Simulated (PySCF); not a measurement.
## How the functional moves excitation energies

Species: CH4S.
SMILES: `CS`

Linear-response calculations in the def2-SVPD basis (PySCF; singlets by full response, triplets Tamm–Dancoff, core orbitals frozen in the response; HF means time-dependent Hartree–Fock). 'Strongest' is the level of largest summed f among the singlets computed (10 roots, of which the last may lack a degenerate partner); it can jump between rows when another state enters that window. S1 is the lowest singlet of each run and needn't be the same state throughout; f(S1) is that of one state. Isolated species at its PBE0-D3(BJ)/def2-SVP geometry, gas phase.

```json
{"functional": "LDA", "kind": "LDA", "S1 (eV)": "5.09", "f(S1)": "0.008", "strongest (eV)": "8.20", "T1 (eV)": "4.81", "HOMO (eV)": "-5.68", "gap (eV)": "4.97", "ionisation energy, ΔSCF (eV)": "9.51"}
{"functional": "PBE", "kind": "GGA", "S1 (eV)": "5.08", "f(S1)": "0.007", "strongest (eV)": "8.24", "T1 (eV)": "4.74", "HOMO (eV)": "-5.62", "gap (eV)": "4.98", "ionisation energy, ΔSCF (eV)": "9.34"}
{"functional": "B3LYP", "kind": "global hybrid, 20% exact exchange", "S1 (eV)": "5.27", "f(S1)": "0.007", "strongest (eV)": "8.55", "T1 (eV)": "4.91", "HOMO (eV)": "-6.63", "gap (eV)": "6.50", "ionisation energy, ΔSCF (eV)": "9.45"}
{"functional": "PBE0", "kind": "global hybrid, 25% exact exchange", "S1 (eV)": "5.44", "f(S1)": "0.006", "strongest (eV)": "8.75", "T1 (eV)": "5.01", "HOMO (eV)": "-6.86", "gap (eV)": "7.02", "ionisation energy, ΔSCF (eV)": "9.40"}
{"functional": "BHandHLYP", "kind": "global hybrid, 50% exact exchange", "S1 (eV)": "5.57", "f(S1)": "0.005", "strongest (eV)": "9.04", "T1 (eV)": "5.14", "HOMO (eV)": "-7.97", "gap (eV)": "8.73", "ionisation energy, ΔSCF (eV)": "9.32"}
{"functional": "CAM-B3LYP", "kind": "range-separated hybrid", "S1 (eV)": "5.42", "f(S1)": "0.006", "strongest (eV)": "8.79", "T1 (eV)": "5.02", "HOMO (eV)": "-8.21", "gap (eV)": "9.13", "ionisation energy, ΔSCF (eV)": "9.47"}
{"functional": "wB97X-D", "kind": "range-separated hybrid", "S1 (eV)": "5.58", "f(S1)": "0.005", "strongest (eV)": "8.98", "T1 (eV)": "5.23", "HOMO (eV)": "-8.74", "gap (eV)": "10.59", "ionisation energy, ΔSCF (eV)": "9.50"}
{"functional": "LC-wPBE", "kind": "range-separated hybrid", "S1 (eV)": "5.73", "f(S1)": "0.003", "strongest (eV)": "9.27", "T1 (eV)": "5.21", "HOMO (eV)": "-9.63", "gap (eV)": "11.66", "ionisation energy, ΔSCF (eV)": "9.51"}
{"functional": "HF", "kind": "Hartree–Fock", "S1 (eV)": "5.92", "f(S1)": "0.004", "strongest (eV)": "9.93", "T1 (eV)": "5.34", "HOMO (eV)": "-9.73", "gap (eV)": "12.09", "ionisation energy, ΔSCF (eV)": "not settled"}
```

S1 runs from 5.08 eV (PBE) to 5.92 eV (HF), a spread of 0.84 eV, while the orbital gap spreads over 7.1 eV. Along PBE (0%), B3LYP (20%), PBE0 (25%), BHandHLYP (50%), HF (100%) S1 rises with the share of exact exchange. −ε(HOMO) comes closest to its own ΔSCF ionisation energy with LC-wPBE (+0.12 eV) and misses most with LDA (-3.83 eV). 'Not settled' means that the ion's SCF failed to converge or may have ended in another state than the lowest.
